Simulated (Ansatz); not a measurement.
Relaxation of C3H7ClO (12 atoms, charge 0, multiplicity 1), to a largest force component of 0.02 eV/Å in at most 50 steps.

The calculation used RKS BLYP-D4/def2-SVP (Ansatz 0.2.0).

```xyz
12
Properties=species:S:1:pos:R:3:forces:R:3
C -1.681 0.160 0.114 -5.55 4.20 0.75
O -0.822 -0.889 0.049 1.57 -0.64 -0.58
C 0.402 -0.541 -0.564 4.77 -2.40 1.47
C 1.445 0.127 0.452 -3.29 -0.32 0.91
Cl 2.954 0.454 -0.299 1.48 0.23 -0.77
H -1.945 0.590 -0.906 0.39 -0.62 0.48
H -1.309 1.016 0.728 0.30 -0.37 0.02
H -1.421 -1.551 0.475 0.39 -0.49 -0.07
H 0.278 0.107 -1.390 -1.00 0.95 -1.30
H 0.881 -1.479 -0.877 0.31 -0.30 -0.44
H 1.517 -0.534 1.343 0.38 -0.10 -0.18
H 0.981 1.068 0.842 0.25 -0.14 -0.28
```

Where does it end, and by what steps?

The forces met the threshold. The force dipped under the threshold on the way, but the program's further checks kept it going. After 40 steps the energy has fallen by 1.760 eV; H6 moved furthest, 1.34 Å. Parted: C1–O2.

| step | energy less start (eV) | largest force component (eV/Å) | accepted |
| --- | --- | --- | --- |
| 0 | 0.0000 | 5.553 | yes |
| 2 | -1.4191 | 0.906 | yes |
| 4 | -1.5728 | 0.595 | yes |
| 6 | -1.6569 | 0.487 | yes |
| 8 | -1.6844 | 0.511 | yes |
| 10 | -1.6956 | 0.098 | yes |
| 12 | -1.6998 | 0.085 | yes |
| 14 | -1.7013 | 0.064 | yes |
| 16 | -1.7018 | 0.051 | yes |
| 18 | -1.7019 | 0.021 | yes |
| 20 | -1.7021 | 0.011 | yes |
| 22 | -1.7023 | 0.024 | yes |
| 24 | -1.7027 | 0.041 | yes |
| 26 | -1.7046 | 0.041 | yes |
| 28 | -1.7049 | 0.444 | no |
| 30 | -1.7159 | 0.119 | yes |
| 32 | -1.7392 | 0.150 | yes |
| 34 | -1.7513 | 0.194 | yes |
| 36 | -1.7508 | 0.649 | no |
| 38 | -1.7597 | 0.013 | yes |
| 40 | -1.7600 | 0.014 | yes |

```xyz
12
Properties=species:S:1:pos:R:3
C -1.631 0.582 0.423
O -0.840 -0.809 -0.384
C 0.569 -0.544 -0.656
C 1.317 0.004 0.562
Cl 3.068 0.220 0.091
H -2.663 0.221 0.163
H -1.441 1.297 -0.427
H -0.891 -1.411 0.388
H 0.575 0.188 -1.484
H 1.026 -1.488 -1.013
H 1.287 -0.704 1.413
H 0.904 0.970 0.892
```

Whether the end is a true minimum wasn't checked by a vibrational analysis.

The run took 89 s on 2 threads of Arm Neoverse V1, with other jobs on the host, peak memory 0.14 GiB.
